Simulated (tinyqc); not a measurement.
Stretching all distances: RHF, UHF, MP2, CISD and CCSD against full CI in the sto-3g basis, for H2F+, spin multiplicity 1. Computed by the program tinyqc with PySCF. All coordinates are multiplied by the scale. c0^2 is the weight of the RHF determinant in the lowest singlet FCI state (UHF is spin-contaminated and may lie near states of higher spin) and n(LUMO) the first natural occupation beyond the occupied space.

Geometry (angstrom):

| atom | x | y | z |
|---|---|---|---|
| F | 0.0000 | 0.0000 | 0.0000 |
| H | 0.0000 | 0.7610 | 0.5570 |
| H | 0.0000 | -0.7980 | 0.5840 |

Full CI energy (hartree) and errors against it (kcal/mol):

| scale | distance 1-2 (angstrom) | E(FCI) | RHF | UHF | MP2 | CISD | CCSD | <S^2> UHF | c0^2 | n(LUMO) |
|---|---|---|---|---|---|---|---|---|---|---|
| 1.0000 | 0.9431 | -98.904927 | 26.8599 | 26.8599 | 6.6280 | 0.4019 | 0.2376 | 0.0000 | 0.9782 | 0.0229 |
| 1.1800 | 1.1128 | -98.880849 | 38.7568 | 38.7568 | 10.3053 | 0.9642 | 0.5945 | 0.0000 | 0.9574 | 0.0427 |
| 1.3500 | 1.2731 | -98.815313 | 52.5535 | 52.5535 | 14.4742 | 1.9241 | 1.2535 | 0.0000 | 0.9254 | 0.0723 |
| 1.5300 | 1.4429 | -98.738026 | 69.5892 | 59.5189 | 19.1744 | 3.4452 | 2.3415 | 0.6094 | 0.8755 | 0.1183 |
| 1.7000 | 1.6032 | -98.670619 | 87.4292 | 50.6549 | 23.2902 | 5.2537 | 3.5676 | 1.0260 | 0.8127 | 0.1762 |
| 1.8800 | 1.7730 | -98.611262 | 107.0487 | 37.8293 | 27.0833 | 7.2203 | 4.5515 | 1.2448 | 0.7273 | 0.2486 |
| 2.0500 | 1.9333 | -98.567990 | 124.3309 | 27.1212 | 34.7034 | 7.7540 | 4.4021 | 1.3476 | 0.5916 | 0.3202 |

What does the comparison show, and why?

UHF parts from RHF first at scale 1.53 of those listed, where <S^2> leaves zero. The weight c0^2 goes from 0.98 to 0.59 and n(LUMO) from 0.02 to 0.32: static correlation grows as the bonds break into open-shell fragments. The spread of the error along the curve, which distorts its shape, is CCSD 4.3, CISD 7.4, MP2 28.1, UHF 32.7, RHF 97.5 kcal/mol. The table stops here: at scale 2.23 and beyond, the reference weight falls under 0.45 or RHF, UHF or CCSD hop between solutions, so those rows were left out and the spreads given cover only the rows shown. As computed, partly on other solutions, the errors there reach in size RHF 138, UHF 19, MP2 43, CISD 5, CCSD 3 kcal/mol.
